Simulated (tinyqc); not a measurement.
Hueckel theory of the pi electrons with the omega technique, for the molecule C=C1C=CC=C1 (SMILES; centres numbered as the heavy atoms are written), step by step. Computed by tinyqc, a small Python program that keeps every step. Settings: charge = 0, omega = 0.6, damping = 0. Command: `OMP_NUM_THREADS=1 python tinyqc.py 31951 31952 out.jsonl` (the two numbers bound the seeds that draw the settings). One thread of a shared host (Intel(R) Xeon(R) Processor @ 2.60GHz), about 0.01 s of CPU time with the checks.

## The Hueckel matrix

Centres:

| centre | z_r, pi electrons of the neutral centre | h |
|---|---|---|
| 1C | 1 | 0.000000 |
| 2C | 1 | 0.000000 |
| 3C | 1 | 0.000000 |
| 4C | 1 | 0.000000 |
| 5C | 1 | 0.000000 |
| 6C | 1 | 0.000000 |

Bonds:

| i | j | k |
|---|---|---|
| 1 | 2 | 1 |
| 2 | 3 | 1 |
| 3 | 4 | 1 |
| 4 | 5 | 1 |
| 5 | 6 | 1 |
| 6 | 2 | 1 |

H_rr = alpha + h_r beta, H_rs = k_rs beta for bonded centres.

Hueckel matrix in units of beta (H = alpha + beta A):
```
          1C        2C        3C        4C        5C        6C
1C  0.000000  1.000000  0.000000  0.000000  0.000000  0.000000
2C  1.000000  0.000000  1.000000  0.000000  0.000000  1.000000
3C  0.000000  1.000000  0.000000  1.000000  0.000000  0.000000
4C  0.000000  0.000000  1.000000  0.000000  1.000000  0.000000
5C  0.000000  0.000000  0.000000  1.000000  0.000000  1.000000
6C  0.000000  1.000000  0.000000  0.000000  1.000000  0.000000
```

## Orbitals, round 1

pi electrons, sum of z_r less the charge = 6

Diagonalise; E = alpha + x beta with beta < 0, so the largest x are filled first; degenerate levels share their electrons. P = sum n_i c_ri c_si; each orbital has its largest coefficient positive (the first on a tie).

x values: 2.114908  1.000000  0.618034  -0.254102  -1.618034  -1.860806

occupations: 2.000000  2.000000  2.000000  0.000000  0.000000  0.000000

coefficients:
```
         MO1        MO2        MO3        MO4        MO5        MO6
1C  0.247276   0.500000   0.000000   0.749476   0.000000  -0.356568
2C  0.522966   0.500000   0.000000  -0.190443   0.000000   0.663504
3C  0.429374   0.000000   0.601501  -0.350542  -0.371748  -0.439042
4C  0.385121  -0.500000   0.371748   0.279516   0.601501   0.153468
5C  0.385121  -0.500000  -0.371748   0.279516  -0.601501   0.153468
6C  0.429374   0.000000  -0.601501  -0.350542   0.371748  -0.439042
```

charge and bond-order matrix P:
```
           1C         2C         3C         4C         5C         6C
1C   0.622291   0.758634   0.212348  -0.309538  -0.309538   0.212348
2C   0.758634   1.046987   0.449096  -0.097190  -0.097190   0.449096
3C   0.212348   0.449096   1.092331   0.777936  -0.116491  -0.354882
4C  -0.309538  -0.097190   0.777936   1.073030   0.520243  -0.116491
5C  -0.309538  -0.097190  -0.116491   0.520243   1.073030   0.777936
6C   0.212348   0.449096  -0.354882  -0.116491   0.777936   1.092331
```

## Omega technique, round 1

h_r = h_r(0) + omega q_r, omega = 0.6, with q_r = z_r - P_rr.

matrix after round 1:
```
          1C         2C         3C         4C         5C         6C
1C  0.226625   1.000000   0.000000   0.000000   0.000000   0.000000
2C  1.000000  -0.028192   1.000000   0.000000   0.000000   1.000000
3C  0.000000   1.000000  -0.055399   1.000000   0.000000   0.000000
4C  0.000000   0.000000   1.000000  -0.043818   1.000000   0.000000
5C  0.000000   0.000000   0.000000   1.000000  -0.043818   1.000000
6C  0.000000   1.000000   0.000000   0.000000   1.000000  -0.055399
```

## Orbitals, round 2

As before.

x values: 2.090418  1.035284  0.565848  -0.154603  -1.665065  -1.871883

occupations: 2.000000  2.000000  2.000000  0.000000  0.000000  0.000000

coefficients:
```
         MO1        MO2        MO3        MO4        MO5        MO6
1C  0.286297   0.556396   0.000000   0.713299   0.000000  -0.315693
2C  0.533599   0.449934   0.000000  -0.271930   0.000000   0.662485
3C  0.422095  -0.038951   0.600636  -0.339462  -0.373143  -0.452862
4C  0.372141  -0.492417   0.373143   0.305606   0.600636   0.160131
5C  0.372141  -0.492417  -0.373143   0.305606  -0.600636   0.160131
6C  0.422095  -0.038951  -0.600636  -0.339462   0.373143  -0.452862
```

charge and bond-order matrix P:
```
           1C         2C         3C         4C         5C         6C
1C   0.783084   0.806218   0.198345  -0.334872  -0.334872   0.198345
2C   0.806218   0.974336   0.415408  -0.045963  -0.045963   0.415408
3C   0.198345   0.415408   1.080891   0.800765  -0.095729  -0.362165
4C  -0.334872  -0.045963   0.800765   1.040398   0.483454  -0.095729
5C  -0.334872  -0.045963  -0.095729   0.483454   1.040398   0.800765
6C   0.198345   0.415408  -0.362165  -0.095729   0.800765   1.080891
```

## Omega technique, round 2

As before.

matrix after round 2:
```
          1C        2C         3C         4C         5C         6C
1C  0.130149  1.000000   0.000000   0.000000   0.000000   0.000000
2C  1.000000  0.015398   1.000000   0.000000   0.000000   1.000000
3C  0.000000  1.000000  -0.048535   1.000000   0.000000   0.000000
4C  0.000000  0.000000   1.000000  -0.024239   1.000000   0.000000
5C  0.000000  0.000000   0.000000   1.000000  -0.024239   1.000000
6C  0.000000  1.000000   0.000000   0.000000   1.000000  -0.048535
```

## Convergence

Each round sets h_r = h_r(0) + omega (z_r - P_rr), keeping the share named as damping of the old diagonal; repeat until output and input diagonals agree to 1e-6.

Rounds:

| round | sum n x | largest \|h(out) - h(in)\| |
|---|---|---|
| 1 | 7.465883 | 2.27e-01 |
| 2 | 7.383100 | 9.65e-02 |
| 3 | 7.410884 | 4.81e-02 |
| 4 | 7.396283 | 2.47e-02 |
| 5 | 7.403326 | 1.31e-02 |
| 6 | 7.399521 | 6.96e-03 |
| 7 | 7.401505 | 3.73e-03 |
| 8 | 7.400436 | 2.00e-03 |
| 9 | 7.401006 | 1.08e-03 |
| 10 | 7.400699 | 5.80e-04 |
| 11 | 7.400864 | 3.13e-04 |
| 12 | 7.400775 | 1.69e-04 |
| 13 | 7.400823 | 9.11e-05 |
| 14 | 7.400797 | 4.92e-05 |
| 15 | 7.400811 | 2.65e-05 |
| 16 | 7.400803 | 1.43e-05 |
| 17 | 7.400807 | 7.74e-06 |
| 18 | 7.400805 | 4.18e-06 |
| 19 | 7.400806 | 2.26e-06 |
| 20 | 7.400806 | 1.22e-06 |
| 21 | 7.400806 | 6.58e-07 |

Converged in 21 rounds.

## Energy, charges, bond orders

final x values: 2.098689  1.027396  0.574318  -0.182472  -1.654384  -1.863547

occupations: 2.000000  2.000000  2.000000  0.000000  0.000000  0.000000

final P:
```
           1C         2C         3C         4C         5C         6C
1C   0.729819   0.794559   0.201925  -0.327208  -0.327208   0.201925
2C   0.794559   1.003294   0.424860  -0.061853  -0.061853   0.424860
3C   0.201925   0.424860   1.080539   0.794720  -0.102664  -0.360714
4C  -0.327208  -0.061853   0.794720   1.052905   0.494157  -0.102664
5C  -0.327208  -0.061853  -0.102664   0.494157   1.052905   0.794720
6C   0.201925   0.424860  -0.360714  -0.102664   0.794720   1.080539
```

E = sum n x; q_r = z_r - P_rr; bond order p = P_rs; free valence = sqrt(3) - sum of p over the bonds of the atom.

pi energy = 6 alpha + this times beta = 7.400806

pi charges: 1C 0.270181, 2C -0.003294, 3C -0.080539, 4C -0.052905, 5C -0.052905, 6C -0.080539

Bond orders and lengths from R = 1.517 - 0.180 p (angstrom, C-C alone):

| bond | p | R |
|---|---|---|
| 1-2 | 0.794559 | 1.373979 |
| 2-3 | 0.424860 | 1.440525 |
| 3-4 | 0.794720 | 1.373950 |
| 4-5 | 0.494157 | 1.428052 |
| 5-6 | 0.794720 | 1.373950 |
| 6-2 | 0.424860 | 1.440525 |

free valence of the carbons: 1C 0.937491, 2C 0.087770, 3C 0.512471, 4C 0.443174, 5C 0.443174, 6C 0.512471

gap between the highest filled and the next level = 0.756790 |beta|
